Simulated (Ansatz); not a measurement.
# ClF (triplet): the correlation ladder, def2-QZVPP

One table from this session's results is given with a row withheld; the runs are named, their logs left out.

Method: def2-QZVPP, core rule «outside noble gas», up to 6 orbitals frozen; program: Ansatz 0.2.0, Gaussian basis.

The runs, in order: UHF; ROHF; CCSD(T) on UHF.

2 further runs of the same task are left out: 2 set aside as unsound or not needed.

### The system

The geometry is a PBE0/def2-TZVP stationary point (not a proven minimum) of the parent state, kept for this charge and spin.

2 atoms, charge 0, spin multiplicity 3.

Atoms are counted from 1 here; the program's logs count them from 0.

Bond lengths: F1–Cl2 1.620 Å.

Set-up of the first run:

The input, in.yaml:

```yaml
crystal:
  periodic: [false, false, false]
  atoms:
    - {symbol: F, position_ang: [0.000000, 0.000000, 0.000000]}
    - {symbol: Cl, position_ang: [0.000000, 0.000000, 1.619700]}
basis:
  gaussian: {orbitals: "def2-QZVPP.json"}
magnetization: {spin_polarized: true, initial_magnetization: 2}
hamiltonian: {xc: hf}
output: {orbitals: {seedname: orbitals}}
```

On the command line:

```
> ansatz run in.yaml --threads 1 --pin off --events-out ev --progress --plain --max-ram 2393MiB
```

Steps of the session up to this table: UHF; ROHF; CCSD(T) on UHF.

One of the session's tables, all rows but one given; the rest of the session is left out.

It belongs to the step «Misses and costs». 

```
  method  from UCCSD(T) (kJ/mol)
    ROHF                 +1362.0
     UHF                 +1328.5
    UMP2                   +99.9
   UCCSD                       ?
UCCSD(T)                       0
```

Estimate the missing values for UCCSD.

The run gave: from UCCSD(T) (kJ/mol): +52.5. In the column «from UCCSD(T) (kJ/mol)» it lies between UCCSD(T) (0) and UMP2 (+99.9).
